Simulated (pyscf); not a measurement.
1,1-elimination: `[CH3][SiH2][Cl]` -> `[CH4]` + `[SiH][Cl]` [singlet]

Gas phase, singlet surface, charge 0. Bonds broken: C1–Si2, Si2–H7. Bonds formed: C1–H7. Optimised with ωB97X-D3(BJ)/def2-SVP in PySCF. Correlated levels are frozen-core, on RHF or UHF. ΔMP2 is the change of the MP2 total energy from the triple- to the quadruple-zeta basis.

Transition state (Å):

```xyz
8

C     -1.1477    -0.3649     0.3204
Si     1.0379    -0.3143     0.3788
Cl     1.2405     1.6540    -0.2802
H     -1.6732    -0.5476    -0.6286
H     -1.2969     0.6868     0.6027
H     -1.5131    -1.0486     1.0986
H      0.0032    -1.1126    -0.3720
H      0.9253    -0.3025     1.8581
```

One imaginary mode, 1396i cm⁻¹; descent along it reached the two sides named.

| bond | change | reactant side (Å) | saddle | product side |
|---|---|---|---|---|
| C1–Si2 | breaks | 1.866 | 2.187 | 3.2 |
| Si2–H7 | breaks | 1.488 | 1.507 | 2.6 |
| C1–H7 | forms | 2.8 | 1.537 | 1.104 |

Electronic energies relative to the reactant's lowest minimum found (eV):

| level | barrier | reaction energy | reverse barrier |
|---|---|---|---|
| ωB97X-D3(BJ)/def2-TZVP | 3.52 | +2.20 | 1.32 |
| PBE/def2-TZVP | 2.93 | +1.90 | 1.03 |
| r²SCAN/def2-TZVP | 3.16 | +2.17 | 0.99 |
| B3LYP-D3(BJ)/def2-TZVP | 3.25 | +1.94 | 1.32 |
| PBE0-D3(BJ)/def2-TZVP | 3.22 | +2.12 | 1.10 |
| M06-2X/def2-TZVP | 3.34 | +1.99 | 1.36 |
| ωB97M-D3(BJ)/def2-TZVP | 3.37 | +1.96 | 1.41 |
| HF/def2-TZVP | 4.15 | +1.94 | 2.22 |
| MP2/def2-QZVPP | 3.41 | +2.20 | 1.21 |
| CCSD/def2-TZVPP | 3.50 | +1.96 | 1.54 |
| CCSD(T)/def2-TZVPP | 3.36 | +1.98 | 1.38 |
| CCSD(T)/def2-TZVPP + ΔMP2(QZVPP) | 3.35 | +2.01 | 1.34 |

With CCSD(T)/def2-TZVPP + ΔMP2(QZVPP) energies and thermal terms (ideal gas, 1 atm, RRHO with modes under 100 cm⁻¹ raised to 100, one conformer, R ln 2 for rigid chiral ones), in eV:

| T (K) | ΔH‡ | ΔG‡ | ΔH | ΔG |
|---|---|---|---|---|
| 298 | 3.28 | 3.28 | +1.98 | +1.55 |
| 600 | 3.28 | 3.27 | +1.95 | +1.12 |
| 900 | 3.26 | 3.27 | +1.90 | +0.71 |
| 1200 | 3.24 | 3.28 | +1.85 | +0.32 |

The same reactants have a lower exit, to H₃C–Si:–Cl [singlet] + H₂ (barrier +3.07 eV at ωB97M-D3(BJ), against +3.37 eV here). This is the saddle that the search found; another between the same sides may lie lower. The CCSD(T) − MP2 part came from Ansatz, without density fitting, on the same reference.
